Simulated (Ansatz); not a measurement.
Ideal-gas functions of CF3+ (`F[C+](F)F`) at 600 K and 1 bar, from an Ansatz frequency run at PBE0-D4/def2-TZVP.

Molar mass 69.01 g/mol, point group D3h (symmetry number 6), electronic degeneracy 1, moments of inertia 43.089, 43.089, 86.178 u Å². Harmonic wavenumbers (cm⁻¹, unscaled): 595, 595, 810, 1073, 1707, 1707.

Use S(trans) = R[1.5 ln M + 2.5 ln T − 1.1517]; rotational temperatures θ = 24.2544 K / I; S(rot) = R[ln(√π/σ · √(T³/θAθBθC)) + 1.5]; for each mode x = 1.438777 ν̃/T, S = R[x/(eˣ − 1) − ln(1 − e⁻ˣ)] and H = RT x/(eˣ − 1); 1 cm⁻¹ = 0.0119627 kJ/mol; R = 8.31446 J/(mol·K).

Q: By hand: the entropy, in J/(mol·K).

A: Translation 176.2. Rotation: θ = 0.5629, 0.5629, 0.2814 K, giving 92.2. Vibration, mode by mode: 6.03, 6.03, 3.99, 2.43, 0.72, 0.72, in all 19.9. Electronic 0.0. Sum 288.3 J/(mol·K).

Q: By hand: H − E and G − E in kJ/mol, counted from the electronic energy.

A: Zero-point energy ½ × 6487 × 0.0119627 = 38.8; thermal vibration 7.9; translation, rotation and pV give 4 RT = 20.0. H − E = 66.7 kJ/mol, and G − E = 66.7 − 600 × 288.3/1000 = -106.3 kJ/mol.

Vibration gives 7 % of the entropy.
